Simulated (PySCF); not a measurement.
Calculation: TPSSh-D3(BJ)/def2-TZVP // PBE0-D3(BJ)/def2-TZVP in PySCF 2.14.0. Gas-phase values, no solvent. 

Reference species (SMILES): `[CH3]` (neutral, multiplicity 2).

```json
{
  "highest_occupied_spin_orbital": "-6.06 eV"
}
```

Changed species: `C[S]` (radical fragment; the reference has radical fragment).

Question: Predict the effect on the highest occupied spin orbital.

Answer: the highest occupied spin orbital goes up by 0.11 eV, to -5.95 eV.
